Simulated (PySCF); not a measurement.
chloroform (CHCl₃), SMILES ClC(Cl)Cl. Atoms are numbered in the order given.

```xyz
5

Cl    -1.4680    -0.8475    -0.0842
C      0.0000     0.0000     0.4576
Cl     1.4680    -0.8475    -0.0842
Cl     0.0000     1.6951    -0.0842
H      0.0000     0.0000     1.5507
```

Coordinates come from a TPSSh-D3(BJ)/def2-SVP optimisation.

Method: SMD-M06-2X/6-31G* in PySCF.

Solvation free energies are E(SMD) − E(gas) at the gas-phase geometry, for 1 M in both phases. In vacuum the dipole moment is 1.30 D.

```
solvent     ΔG(solv) (kcal/mol)  its non-electrostatic (CDS) part  dipole (D)
----------  -------------------  --------------------------------  ----------
water                (withheld)                        (withheld)  (withheld)
2-propanol                 -5.5                              -2.7        1.72
1-octanol                  -5.0                              -2.4        1.67
```

Question: Some entries are withheld; supply them. (The exact figures need the calculation; the answer reports its results.)

Answer: 
- water, ΔG(solv) (kcal/mol): -1.5
- water, its non-electrostatic (CDS) part: 1.5
- water, dipole (D): 1.75
